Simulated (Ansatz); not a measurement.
Ansatz (a first-principles code) input (PBE/def2-SVP):

Ansatz 0.2 input:
```yaml
crystal:
  periodic: [false, false, false]
  atoms:
    - {symbol: C, position_ang: [-0.12819188, -1.79855064, -0.02279421]}
    - {symbol: C, position_ang: [0.14036256, -0.52663028, -0.01391446]}
    - {symbol: C, position_ang: [0.04067635, 0.80462693, 0.01087614]}
    - {symbol: H, position_ang: [-1.15297079, -2.16660009, 0.01318024]}
    - {symbol: H, position_ang: [0.65584793, -2.54974214, -0.06640254]}
    - {symbol: N, position_ang: [0.02572010, 1.97709517, 0.02974534]}
basis:
  gaussian:
    orbitals: def2-SVP
hamiltonian:
  xc: {name: PBE}
magnetization: {spin_polarized: true, initial_magnetization: 1}
output: {forces: true}
```

Question: What final total energy does it give?

Answer: -169.82166 Eh.
